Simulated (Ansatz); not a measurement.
AlBH3F (SMILES [BH2][AlH][F]), closed shell: a trajectory.

The input file, in.yaml:

```yaml
crystal:
  periodic: [false, false, false]
  atoms:
    - {symbol: B, position_ang: [-0.797990, 0.438170, -0.675810]}
    - {symbol: Al, position_ang: [0.683390, -0.316160, 0.563700]}
    - {symbol: F, position_ang: [0.720200, -1.887760, 1.082320]}
    - {symbol: H, position_ang: [-1.687100, -0.232090, -1.061120]}
    - {symbol: H, position_ang: [-0.820830, 1.550720, -1.052810]}
    - {symbol: H, position_ang: [1.902330, 0.447120, 1.143710]}
basis:
  gaussian: {orbitals: def2-SVP}
hamiltonian: {xc: pbe0, dispersion: d4}
md: {n_steps: 30, timestep: 0.5, temperature: 1000, ensemble: npt, seed: 880, initial_velocities: maxwell_boltzmann}
```

Launched with

```bash
ansatz run in.yaml --threads 2 --pin off --events-out ev --progress --plain --max-ram 3481MiB
```

The run's output (Ansatz 0.2.0):

```
Error: YAML parse error: error: line 13 column 63: unknown variant `npt`, expected one of nve, nve_milne, nvt_langevin, nvt_nose_hoover, npt_langevin
  --> <input>:13:63
   |
11 |   gaussian: {orbitals: def2-SVP}
12 | hamiltonian: {xc: pbe0, dispersion: d4}
13 | md: {n_steps: 30, timestep: 0.5, temperature: 1000, ensemble: npt, seed: 880, initial_velocities: maxwell_boltzmann}
   |                                                               ^ unknown variant `npt`, expected one of nve, nve_milne, nvt_langevin, nvt_nose_hoover, npt_langevin
```

The run took about 0.05 s on 2 CPU threads of an Arm Neoverse V2 (shared host).


The program refused the input. The ensemble's name is not one that the program knows.